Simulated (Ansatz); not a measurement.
CH₄ClSi, SMILES `C[SiH]Cl` radical. Charge 0, multiplicity 2. Geometry: relaxed with PBE0-D4/def2-TZVP.

```xyz
7

C    -0.113    0.412   -0.739
Si   -0.367   -0.700    0.739
Cl    0.174    0.305    2.458
H    -0.373   -0.122   -1.656
H     0.934    0.722   -0.799
H    -0.736    1.305   -0.666
H     0.480   -1.924    0.662
```

(1) What is the dipole moment at PBE/def2-TZVPP? (Estimate.)

(2) And with r2SCAN, B3LYP, ωB97M-V? (Estimate.)

(3) Give the Mulliken charges with PBE, r2SCAN, B3LYP in def2-TZVPP. (Estimate.)

Results:

(1) The calculation gave: 1.76 D, with components (-0.08, 0.06, -1.76) D in this frame, pointing from negative to positive charge.

(2) Computed: r2SCAN 1.83 D, B3LYP 1.80 D, ωB97M-V 1.82 D.

(3) Ansatz gave: 
| atom | PBE | r2SCAN | B3LYP |
| --- | --- | --- | --- |
| C1 | -0.35 | -0.29 | -0.36 |
| Si2 | 0.28 | 0.36 | 0.34 |
| Cl3 | -0.22 | -0.26 | -0.25 |
| H4 | 0.11 | 0.08 | 0.11 |
| H5 | 0.12 | 0.09 | 0.11 |
| H6 | 0.12 | 0.09 | 0.11 |
| H7 | -0.05 | -0.07 | -0.06 |

B3LYP here is the variant with VWN-RPA as its local correlation; programs differ in this.
